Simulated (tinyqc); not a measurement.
Inside a calculation (part 1 of 2). Method: RKS/BLYP in the sto-3g basis, for H2O, spin multiplicity 1. Computed by tinyqc, a small Python program that keeps every step (integrals from PySCF). Settings: charge = 0, multiplicity = 1, basis = sto-3g, energy threshold = 1e-10, iteration cap = 85, orthogonalisation = symmetric, start = core, DIIS depth = 6, method = RKS, functional = blyp, grid = [15, 26]. Command: `OMP_NUM_THREADS=1 python tinyqc.py 31547 31548 out.jsonl` (the two numbers bound the seeds that draw the settings). One thread of a shared host (Intel(R) Xeon(R) Processor @ 2.60GHz), about 0.7 s of CPU time with the checks. Later iterations appear only in the table of the cycle.

## One-electron integrals

Geometry (angstrom):
```
atom        x         y        z
O     0.00000   0.00000  0.00000
H     0.00000   0.81300  0.58100
H     0.00000  -0.81300  0.58100
```

Basis sto-3g: exponents (1/bohr^2) and contraction coefficients of normalised primitives:
```
element  l (shell)   exponent  coefficient
O            s (1)  130.70932      0.15433
O            s (1)   23.80886      0.53533
O            s (1)    6.44361      0.44463
O            s (2)    5.03315     -0.09997
O            s (2)    1.16960      0.39951
O            s (2)    0.38039      0.70012
O            p (3)    5.03315      0.15592
O            p (3)    1.16960      0.60768
O            p (3)    0.38039      0.39196
H            s (1)    3.42525      0.15433
H            s (1)    0.62391      0.53533
H            s (1)    0.16886      0.44463
```

Overlap, kinetic and nuclear-attraction integrals over the contracted functions; the nuclear repulsion is the sum of Za Zb / Rab.

nuclear repulsion = 8.7985126 hartree

overlap S, lower triangle:
```
          1O 1s    1O 2s   1O 2px    1O 2py   1O 2pz    2H 1s    3H 1s
1O 1s   1.00000
1O 2s   0.23670  1.00000
1O 2px  0.00000  0.00000  1.00000
1O 2py  0.00000  0.00000  0.00000   1.00000
1O 2pz  0.00000  0.00000  0.00000   0.00000  1.00000
2H 1s   0.04884  0.44761  0.00000   0.30792  0.22005  1.00000
3H 1s   0.04884  0.44761  0.00000  -0.30792  0.22005  0.21371  1.00000
```

kinetic energy T (hartree), lower triangle:
```
           1O 1s    1O 2s   1O 2px    1O 2py   1O 2pz    2H 1s    3H 1s
1O 1s   29.00320
1O 2s   -0.16801  0.80813
1O 2px   0.00000  0.00000  2.52873
1O 2py   0.00000  0.00000  0.00000   2.52873
1O 2pz   0.00000  0.00000  0.00000   0.00000  2.52873
2H 1s   -0.00508  0.10934  0.00000   0.20578  0.14706  0.76003
3H 1s   -0.00508  0.10934  0.00000  -0.20578  0.14706  0.00094  0.76003
```

nuclear attraction V (hartree), lower triangle:
```
            1O 1s      1O 2s    1O 2px     1O 2py     1O 2pz     2H 1s     3H 1s
1O 1s   -61.67759
1O 2s    -7.43378  -10.10032
1O 2px    0.00000    0.00000  -9.95146
1O 2py    0.00000    0.00000   0.00000  -10.10152
1O 2pz   -0.01656   -0.19761   0.00000    0.00000  -10.02810
2H 1s    -1.57583   -3.58349   0.00000   -2.18786   -1.62222  -5.65726
3H 1s    -1.57583   -3.58349   0.00000    2.18786   -1.62222  -1.34561  -5.65726
```

core Hamiltonian H = T + V (hartree), lower triangle:
```
            1O 1s     1O 2s    1O 2px    1O 2py    1O 2pz     2H 1s     3H 1s
1O 1s   -32.67439
1O 2s    -7.60179  -9.29220
1O 2px    0.00000   0.00000  -7.42273
1O 2py    0.00000   0.00000   0.00000  -7.57279
1O 2pz   -0.01656  -0.19761   0.00000   0.00000  -7.49937
2H 1s    -1.58091  -3.47415   0.00000  -1.98208  -1.47517  -4.89723
3H 1s    -1.58091  -3.47415   0.00000   1.98208  -1.47517  -1.34468  -4.89723
```

## Two-electron integrals

Functions are numbered as in S; the eight-fold symmetry (ij|kl) = (ji|kl) = (kl|ij) leaves the list below.

Two-electron integrals (ij|kl) in chemists' order, unique and non-zero (hartree):
```
(11|11) 4.78507    (21|11) 0.74138    (21|21) 0.13687    (22|11) 1.11895
(22|21) 0.25663    (22|22) 0.81721    (31|31) 0.02448    (32|31) 0.03781
(32|32) 0.18052    (33|11) 1.11581    (33|21) 0.25668    (33|22) 0.81702
(33|33) 0.88016    (41|41) 0.02448    (42|41) 0.03781    (42|42) 0.18052
(43|43) 0.04744    (44|11) 1.11581    (44|21) 0.25668    (44|22) 0.81702
(44|33) 0.78527    (44|44) 0.88016    (51|51) 0.02448    (52|51) 0.03781
(52|52) 0.18052    (53|53) 0.04744    (54|54) 0.04744    (55|11) 1.11581
(55|21) 0.25668    (55|22) 0.81702    (55|33) 0.78527    (55|44) 0.78527
(55|55) 0.88016    (61|11) 0.15524    (61|21) 0.02842    (61|22) 0.05293
(61|33) 0.05283    (61|41) 0.00107    (61|42) 0.00200    (61|44) 0.05304
(61|51) 0.00076    (61|52) 0.00143    (61|54) 0.00015    (61|55) 0.05294
(61|61) 0.00598    (62|11) 0.37517    (62|21) 0.08711    (62|22) 0.30684
(62|33) 0.30165    (62|41) 0.00532    (62|42) 0.04051    (62|44) 0.31176
(62|51) 0.00380    (62|52) 0.02895    (62|54) 0.00723    (62|55) 0.30681
(62|61) 0.01843    (62|62) 0.14227    (63|31) 0.00915    (63|32) 0.05313
(63|43) 0.00843    (63|53) 0.00603    (63|63) 0.02035    (64|11) 0.21894
(64|21) 0.05150    (64|22) 0.19370    (64|33) 0.18490    (64|41) 0.01190
(64|42) 0.07737    (64|44) 0.20794    (64|51) 0.00197    (64|52) 0.01732
(64|54) 0.01044    (64|55) 0.18805    (64|61) 0.01138    (64|62) 0.10909
(64|64) 0.10304    (65|11) 0.15647    (65|21) 0.03680    (65|22) 0.13843
(65|33) 0.13214    (65|41) 0.00197    (65|42) 0.01732    (65|44) 0.13655
(65|51) 0.01055    (65|52) 0.06551    (65|54) 0.01158    (65|55) 0.14644
(65|61) 0.00813    (65|62) 0.07796    (65|64) 0.05910    (65|65) 0.06258
(66|11) 0.51263    (66|21) 0.12097    (66|22) 0.48838    (66|33) 0.46859
(66|41) 0.00962    (66|42) 0.10085    (66|44) 0.50748    (66|51) 0.00688
(66|52) 0.07207    (66|54) 0.02779    (66|55) 0.48845    (66|61) 0.02583
(66|62) 0.28416    (66|64) 0.24878    (66|65) 0.17779    (66|66) 0.77461
(71|11) 0.15524    (71|21) 0.02842    (71|22) 0.05293    (71|33) 0.05283
(71|41) -0.00107   (71|42) -0.00200   (71|44) 0.05304    (71|51) 0.00076
(71|52) 0.00143    (71|54) -0.00015   (71|55) 0.05294    (71|61) 0.00588
(71|62) 0.01782    (71|64) 0.01005    (71|65) 0.00787    (71|66) 0.02468
(71|71) 0.00598    (72|11) 0.37517    (72|21) 0.08711    (72|22) 0.30684
(72|33) 0.30165    (72|41) -0.00532   (72|42) -0.04051   (72|44) 0.31176
(72|51) 0.00380    (72|52) 0.02895    (72|54) -0.00723   (72|55) 0.30681
(72|61) 0.01782    (72|62) 0.11432    (72|64) 0.06056    (72|65) 0.06085
(72|66) 0.18637    (72|71) 0.01843    (72|72) 0.14227    (73|31) 0.00915
(73|32) 0.05313    (73|43) -0.00843   (73|53) 0.00603    (73|63) 0.01577
(73|73) 0.02035    (74|11) -0.21894   (74|21) -0.05150   (74|22) -0.19370
(74|33) -0.18490   (74|41) 0.01190    (74|42) 0.07737    (74|44) -0.20794
(74|51) -0.00197   (74|52) -0.01732   (74|54) 0.01044    (74|55) -0.18805
(74|61) -0.01005   (74|62) -0.06056   (74|64) -0.01681   (74|65) -0.03152
(74|66) -0.08788   (74|71) -0.01138   (74|72) -0.10909   (74|74) 0.10304
(75|11) 0.15647    (75|21) 0.03680    (75|22) 0.13843    (75|33) 0.13214
(75|41) -0.00197   (75|42) -0.01732   (75|44) 0.13655    (75|51) 0.01055
(75|52) 0.06551    (75|54) -0.01158   (75|55) 0.14644    (75|61) 0.00787
(75|62) 0.06085    (75|64) 0.03152    (75|65) 0.04767    (75|66) 0.10850
(75|71) 0.00813    (75|72) 0.07796    (75|74) -0.05910   (75|75) 0.06258
(76|11) 0.13447    (76|21) 0.03149    (76|22) 0.11972    (76|33) 0.11707
(76|44) 0.11961    (76|51) 0.00219    (76|52) 0.01959    (76|55) 0.12236
(76|61) 0.00659    (76|62) 0.05430    (76|64) 0.03602    (76|65) 0.03346
(76|66) 0.11061    (76|71) 0.00659    (76|72) 0.05430    (76|74) -0.03602
(76|75) 0.03346    (76|76) 0.02523    (77|11) 0.51263    (77|21) 0.12097
(77|22) 0.48838    (77|33) 0.46859    (77|41) -0.00962   (77|42) -0.10085
(77|44) 0.50748    (77|51) 0.00688    (77|52) 0.07207    (77|54) -0.02779
(77|55) 0.48845    (77|61) 0.02468    (77|62) 0.18637    (77|64) 0.08788
(77|65) 0.10850    (77|66) 0.32125    (77|71) 0.02583    (77|72) 0.28416
(77|74) -0.24878   (77|75) 0.17779    (77|76) 0.11061    (77|77) 0.77461
```

## Orthogonalisation

S = U s U^T; symmetric (Loewdin) form X = U s^(-1/2) U^T, so that X^T S X = 1.

eigenvalues of S: 0.37049  0.44476  0.88940  1.00000  1.09025  1.34153  1.86356

X, lower triangle:
```
           1O 1s     1O 2s   1O 2px    1O 2py    1O 2pz     2H 1s    3H 1s
1O 1s    1.02405
1O 2s   -0.14144   1.21758
1O 2px   0.00000   0.00000  1.00000
1O 2py   0.00000   0.00000  0.00000   1.10563
1O 2pz  -0.00898   0.09416  0.00000   0.00000   1.04532
2H 1s    0.02132  -0.27359  0.00000  -0.21842  -0.13212   1.18188
3H 1s    0.02132  -0.27359  0.00000   0.21842  -0.13212  -0.07534  1.18188
```

## Starting guess

The start is the orbitals of the core Hamiltonian; D = 2 C_occ C_occ^T.

D at the start, lower triangle:
```
           1O 1s     1O 2s   1O 2px    1O 2py    1O 2pz    2H 1s    3H 1s
1O 1s    2.13334
1O 2s   -0.59578   2.65527
1O 2px   0.00000   0.00000  2.00000
1O 2py   0.00000   0.00000  0.00000   2.36144
1O 2pz  -0.04856   0.29405  0.00000   0.00000   2.15618
2H 1s    0.08060  -0.35502  0.00000  -0.36579  -0.22375  0.12015
3H 1s    0.08060  -0.35502  0.00000   0.36579  -0.22375  0.00683  0.12015
```

## Iteration 1: exchange-correlation on the grid

Becke grid with 15 radial and 26 angular points per atom, points of zero weight dropped. rho = sum D_ij phi_i phi_j; V_xc,ij = sum w v_xc phi_i phi_j plus the gradient terms; v_xc is d(rho eps)/d rho at fixed gradient.

The 12 grid points with the largest w rho, of 1164 (bohr, atomic units):
```
x                y         z        w      rho  |grad rho|^2    eps_xc      v_xc
0.00000    0.00000   0.90000  0.17149  0.77034       3.05688  -0.74676  -0.92923
0.90000    0.00000   0.00000  0.17492  0.71700       2.34481  -0.72829  -0.90948
-0.90000   0.00000   0.00000  0.17492  0.71700       2.34481  -0.72829  -0.90948
0.00000    0.00000  -0.90000  0.17497  0.69335       2.14177  -0.72048  -0.89983
0.00000    0.90000   0.00000  0.16148  0.74554       2.96170  -0.74017  -0.91859
0.00000   -0.90000   0.00000  0.16148  0.74554       2.96170  -0.74017  -0.91859
1.31517    0.00000   0.00000  0.48854  0.24130       0.55766  -0.54947  -0.62421
-1.31517   0.00000   0.00000  0.48854  0.24130       0.55766  -0.54947  -0.62421
0.00000    0.00000  -1.31517  0.48943  0.23655       0.52441  -0.54562  -0.62044
0.63640    0.00000   0.63640  0.13909  0.75615       2.77480  -0.74134  -0.92457
-0.63640   0.00000   0.63640  0.13909  0.75615       2.77480  -0.74134  -0.92457
0.00000    0.63640  -0.63640  0.13985  0.72832       2.41233  -0.73169  -0.91425
```

electrons on the grid, sum of w rho = 10.01949

E_xc = sum of w rho eps_xc = -10.3217621 hartree

V_xc (hartree), lower triangle:
```
           1O 1s     1O 2s    1O 2px    1O 2py    1O 2pz     2H 1s     3H 1s
1O 1s   -3.15313
1O 2s   -0.44160  -0.84386
1O 2px   0.00000   0.00000  -0.83760
1O 2py   0.00000   0.00000   0.00000  -0.83498
1O 2pz  -0.00130  -0.00457   0.00000   0.00000  -0.84043
2H 1s   -0.09321  -0.28334   0.00000  -0.16601  -0.12009  -0.36429
3H 1s   -0.09321  -0.28334   0.00000   0.16601  -0.12009  -0.09622  -0.36429
```

## Iteration 1: building the Kohn-Sham matrix

J_ij = sum D_kl (ij|kl); F = H + J + V_xc; E = tr D H + tr D J / 2 + E_xc + E_nn.

Coulomb J (hartree), lower triangle:
```
           1O 1s     1O 2s   1O 2px    1O 2py   1O 2pz    2H 1s    3H 1s
1O 1s   18.75022
1O 2s    3.57958   8.86925
1O 2px   0.00000   0.00000  8.86591
1O 2py   0.00000   0.00000  0.00000   8.85762
1O 2pz   0.00406  -0.00455  0.00000   0.00000  8.86085
2H 1s    0.74316   3.22369  0.00000   1.99206  1.42072  4.90954
3H 1s    0.74316   3.22369  0.00000  -1.99206  1.42072  1.22825  4.90954
```

Kohn-Sham matrix F (hartree), lower triangle:
```
            1O 1s     1O 2s   1O 2px    1O 2py    1O 2pz     2H 1s     3H 1s
1O 1s   -17.07730
1O 2s    -4.46381  -1.26681
1O 2px    0.00000   0.00000  0.60558
1O 2py    0.00000   0.00000  0.00000   0.44986
1O 2pz   -0.01380  -0.20673  0.00000   0.00000   0.52105
2H 1s    -0.93096  -0.53380  0.00000  -0.15604  -0.17454  -0.35198
3H 1s    -0.93096  -0.53380  0.00000   0.15604  -0.17454  -0.21264  -0.35198
```

total energy of this density = -73.5533186 hartree

## Iteration 1: diagonalisation and new density

Diagonalise F' = X^T F X, C = X C', fill 5 alpha and 5 beta electrons from the bottom; D = 2 C_occ C_occ^T. Each column has its largest component positive (the first on a tie).

F' = X^T F X (hartree), lower triangle:
```
           1         2        3         4         5         6         7
1  -16.71640
2   -2.49692  -0.22401
3    0.00000   0.00000  0.60558
4    0.00000   0.00000  0.00000   0.68735
5   -0.02586  -0.04703  0.00000   0.00000   0.62271
6   -0.13628  -0.28571  0.00000  -0.30216  -0.19976  -0.07461
7   -0.13628  -0.28571  0.00000   0.30216  -0.19976  -0.06868  -0.07461
```

orbital energies (hartree): MO1 -17.08990, MO2 -0.45685, MO3 -0.20952, MO4 0.35708, MO5 0.60558, MO6 0.72868, MO7 0.89095

coefficients C:
```
             MO1       MO2       MO3       MO4      MO5       MO6       MO7
1O 1s    0.99251  -0.14142   0.00000  -0.24583  0.00000  -0.06455   0.00000
1O 2s    0.03331   0.34402   0.00000   1.16306  0.00000   0.43466   0.00000
1O 2px   0.00000   0.00000   0.00000   0.00000  1.00000   0.00000   0.00000
1O 2py   0.00000   0.00000   0.19671   0.00000  0.00000   0.00000   1.13099
1O 2pz   0.00434   0.14153   0.00000  -0.18436  0.00000   1.04044   0.00000
2H 1s   -0.00778   0.46778   0.70860  -0.52796  0.00000  -0.45536  -0.57956
3H 1s   -0.00778   0.46778  -0.70860  -0.52796  0.00000  -0.45536   0.57956
```

D after iteration 1, lower triangle:
```
           1O 1s     1O 2s   1O 2px    1O 2py   1O 2pz     2H 1s    3H 1s
1O 1s    2.13102
1O 2s   -0.60303   2.94431
1O 2px   0.00000   0.00000  2.00000
1O 2py   0.00000   0.00000  0.00000   0.07739
1O 2pz   0.05922  -0.33118  0.00000   0.00000  0.10808
2H 1s    0.11184  -0.90677  0.00000   0.27878  0.32702   1.99950
3H 1s    0.11184  -0.90677  0.00000  -0.27878  0.32702  -0.00899  1.99950
```

## Iteration 2: exchange-correlation on the grid

As before.

The 12 grid points with the largest w rho, of 1164 (bohr, atomic units):
```
x               y         z        w      rho  |grad rho|^2    eps_xc      v_xc
0.90000   0.00000   0.00000  0.17492  0.71722       2.37710  -0.72861  -0.90935
-0.90000  0.00000   0.00000  0.17492  0.71722       2.37710  -0.72861  -0.90935
1.31517   0.00000   0.00000  0.48854  0.24036       0.55591  -0.54905  -0.62337
-1.31517  0.00000   0.00000  0.48854  0.24036       0.55591  -0.54905  -0.62337
0.63640   0.00000  -0.63640  0.13997  0.54201       1.59002  -0.67319  -0.82608
-0.63640  0.00000  -0.63640  0.13997  0.54201       1.59002  -0.67319  -0.82608
0.92996   0.00000  -0.92996  0.39154  0.17820       0.32129  -0.50768  -0.56569
-0.92996  0.00000  -0.92996  0.39154  0.17820       0.32129  -0.50768  -0.56569
-0.58696  0.00000   0.00000  0.05524  1.24538       3.00843  -0.85136  -1.10241
0.58696   0.00000   0.00000  0.05524  1.24538       3.00843  -0.85136  -1.10241
0.63640   0.63640   0.00000  0.13758  0.48666       1.31148  -0.65257  -0.79666
-0.63640  0.63640   0.00000  0.13758  0.48666       1.31148  -0.65257  -0.79666
```

electrons on the grid, sum of w rho = 10.01132

E_xc = sum of w rho eps_xc = -9.0512726 hartree

V_xc (hartree), lower triangle:
```
           1O 1s     1O 2s    1O 2px    1O 2py    1O 2pz     2H 1s     3H 1s
1O 1s   -3.11609
1O 2s   -0.41266  -0.72728
1O 2px   0.00000   0.00000  -0.78153
1O 2py   0.00000   0.00000   0.00000  -0.69511
1O 2pz   0.00269   0.00051   0.00000   0.00000  -0.68501
2H 1s   -0.08703  -0.27696   0.00000  -0.18171  -0.13181  -0.54989
3H 1s   -0.08703  -0.27696   0.00000   0.18171  -0.13181  -0.10831  -0.54989
```

## Iteration 2: building the Kohn-Sham matrix

As before.

Coulomb J (hartree), lower triangle:
```
           1O 1s    1O 2s   1O 2px    1O 2py   1O 2pz    2H 1s    3H 1s
1O 1s   16.24114
1O 2s    3.01691  7.52536
1O 2px   0.00000  0.00000  7.56014
1O 2py   0.00000  0.00000  0.00000   7.52803
1O 2pz   0.00788  0.17340  0.00000   0.00000  7.46348
2H 1s    0.62723  2.90769  0.00000   1.86549  1.39144  5.08890
3H 1s    0.62723  2.90769  0.00000  -1.86549  1.39144  1.17678  5.08890
```

Kohn-Sham matrix F (hartree), lower triangle:
```
            1O 1s     1O 2s    1O 2px    1O 2py    1O 2pz     2H 1s     3H 1s
1O 1s   -19.54934
1O 2s    -4.99755  -2.49411
1O 2px    0.00000   0.00000  -0.64413
1O 2py    0.00000   0.00000   0.00000  -0.73987
1O 2pz   -0.00599  -0.02370   0.00000   0.00000  -0.72090
2H 1s    -1.04072  -0.84342   0.00000  -0.29830  -0.21553  -0.35822
3H 1s    -1.04072  -0.84342   0.00000   0.29830  -0.21553  -0.27621  -0.35822
```

total energy of this density = -74.2485139 hartree

## Iteration 2: DIIS over 2 matrices

error matrix X^T (FDS - SDF) X:
```
          1         2        3         4         5         6         7
1   0.00000  -0.01192  0.00000   0.00000  -0.03164   0.02300   0.02300
2   0.01192   0.00000  0.00000   0.00000  -0.26596  -0.03435  -0.03435
3   0.00000   0.00000  0.00000   0.00000   0.00000   0.00000   0.00000
4   0.00000   0.00000  0.00000   0.00000   0.00000  -0.71752   0.71752
5   0.03164   0.26596  0.00000   0.00000   0.00000  -0.60455  -0.60455
6  -0.02300   0.03435  0.00000   0.71752   0.60455   0.00000   0.00000
7  -0.02300   0.03435  0.00000  -0.71752   0.60455   0.00000   0.00000
```

B (overlaps of the stored error matrices):
```
                1               2
1   3.7514040e+00  -3.0207259e+00
2  -3.0207259e+00   3.6718689e+00
```

Minimise |sum c_i e_i|^2 with sum c_i = 1: solve [B -1; -1 0][c; lambda] = [0; -1] with B_ij = tr e_i^T e_j, and take F = sum c_i F_i.

DIIS coefficients: 0.49705  0.50295

extrapolated F (hartree), lower triangle:
```
            1O 1s     1O 2s    1O 2px    1O 2py    1O 2pz     2H 1s     3H 1s
1O 1s   -18.32062
1O 2s    -4.73225  -1.88408
1O 2px    0.00000   0.00000  -0.02296
1O 2py    0.00000   0.00000   0.00000  -0.14852
1O 2pz   -0.00987  -0.11467   0.00000   0.00000  -0.10359
2H 1s    -0.98617  -0.68952   0.00000  -0.22759  -0.19516  -0.35512
3H 1s    -0.98617  -0.68952   0.00000   0.22759  -0.19516  -0.24461  -0.35512
```

## Iteration 2: diagonalisation and new density

As before.

F' = X^T F X (hartree), lower triangle:
```
           1         2         3         4         5         6         7
1  -17.95768
2   -2.54059  -0.86025
3    0.00000   0.00000  -0.02296
4    0.00000   0.00000   0.00000   0.02775
5   -0.02830   0.00860   0.00000   0.00000  -0.02926
6   -0.14754  -0.31987   0.00000  -0.27186  -0.17199  -0.01276
7   -0.14754  -0.31987   0.00000   0.27186  -0.17199  -0.07391  -0.01276
```

orbital energies (hartree): MO1 -18.33130, MO2 -0.77144, MO3 -0.34039, MO4 -0.14583, MO5 -0.02296, MO6 0.31472, MO7 0.42928

coefficients C:
```
             MO1       MO2       MO3       MO4      MO5       MO6       MO7
1O 1s    0.99325  -0.22802   0.00000   0.11870  0.00000  -0.13054   0.00000
1O 2s    0.03010   0.80094   0.00000  -0.58580  0.00000   0.82190   0.00000
1O 2px   0.00000   0.00000   0.00000   0.00000  1.00000   0.00000   0.00000
1O 2py   0.00000   0.00000   0.58496   0.00000  0.00000   0.00000   0.98775
1O 2pz   0.00364   0.14843   0.00000   0.75256  0.00000   0.74037   0.00000
2H 1s   -0.00692   0.18773   0.45706   0.29983  0.00000  -0.76144  -0.79316
3H 1s   -0.00692   0.18773  -0.45706   0.29983  0.00000  -0.76144   0.79316
```

D after iteration 2, lower triangle:
```
           1O 1s     1O 2s   1O 2px    1O 2py   1O 2pz     2H 1s    3H 1s
1O 1s    2.10527
1O 2s   -0.44455   1.97115
1O 2px   0.00000   0.00000  2.00000
1O 2py   0.00000   0.00000  0.00000   0.68435
1O 2pz   0.11821  -0.64372  0.00000   0.00000  1.17680
2H 1s   -0.02818  -0.05098  0.00000   0.53472  0.50697   0.66819
3H 1s   -0.02818  -0.05098  0.00000  -0.53472  0.50697  -0.16743  0.66819
```
